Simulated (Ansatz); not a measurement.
Saddle point of CH5ClSi, closed shell (CH₅ClSi ([CH3][SiH2][Cl]) → CH₄Si ([CH2][SiH2]) + HCl; bonds formed: Cl2–H4; bonds broken: Si1–Cl2, C3–H4), PBE0-D4/def2-TZVP structure:

Si1  (-0.787, -0.519, -0.111)
Cl2  (1.464, -0.125, -1.800)
C3  (0.085, 0.548, 0.916)
H4  (1.040, 0.337, -0.495)
H5  (-1.758, -0.039, -1.113)
H6  (-0.624, -1.984, -0.056)
H7  (0.709, 0.172, 1.720)
H8  (-0.130, 1.610, 0.939)
(Å)

Energies are electronic, without zero-point energy. Barriers and step energies count from the start structure reached by relaxing down the imaginary mode; all methods use the PBE0-D4 structures, on which another method's saddle can fall below an end. Ansatz 0.2.0; basis: def2-TZVPP, with def2-QZVPP for the basis limit; cores frozen in the correlated methods. B3LYP uses VWN-RPA correlation. Extrapolation: Hartree–Fock as exp(−7.88 √X), correlation as X^−2.97.

| method | barrier (kcal/mol) | step energy (kcal/mol) |
| --- | --- | --- |
| SPW92 | 71.92 | 71.87 |
| PBE-D4 | ? | 69.73 |
| BLYP-D4 | 72.99 | 66.58 |
| r2SCAN-D4 | 79.23 | 74.35 |
| B97M-V | 82.16 | 74.39 |
| PBE0-D4 | 80.28 | 74.93 |
| B3LYP-D4 | ? | 71.36 |
| r2SCAN0-D4 | 83.47 | 77.57 |
| BHLYP-D4 | ? | 77.27 |
| CAM-B3LYP-D4 | 82.69 | 74.56 |
| wB97X-V | 85.33 | 77.59 |
| wB97M-V | 82.73 | 75.27 |
| B2PLYP | 81.56 | 72.77 |
| PBE-QIDH | 85.02 | 77.92 |
| RPA on PBE | 81.37 | 70.51 |
| HF | 96.22 | 81.11 |
| MP2 | 83.04 | 74.73 |
| CCSD | 85.94 | 74.33 |
| CCSD(T) | 83.07 | 72.53 |

Q: Fill in the withheld barriers. (To be estimated.)

A: Computed: B3LYP-D4 78.79; PBE-D4 73.54; BHLYP-D4 86.39 kcal/mol. Each is the energy of the saddle less that of the start structure, by the same method.

For comparison, the barrier by CCSD(T) at an estimated basis limit (MP2 extrapolated from triple and quadruple zeta, plus CCSD(T) − MP2 in triple zeta) is 82.90 kcal/mol.

T1 diagnostic: at most 0.014. The restricted Hartree–Fock reference is unstable towards an unrestricted one at one or more of these structures.

Labels in which every atom is bracketed show which atoms are joined, not bond orders.

For scale, one of the runs: CCSD(T)/def2-TZVPP, 185 basis functions, launched by `ansatz run in.yaml --threads 2 --pin off --events-out ev --progress --plain --max-ram 4352MiB`. Hardware: 2 CPU threads of an Arm Neoverse V2, shared host. Wall time 28 s; peak host memory 1.7 GiB.
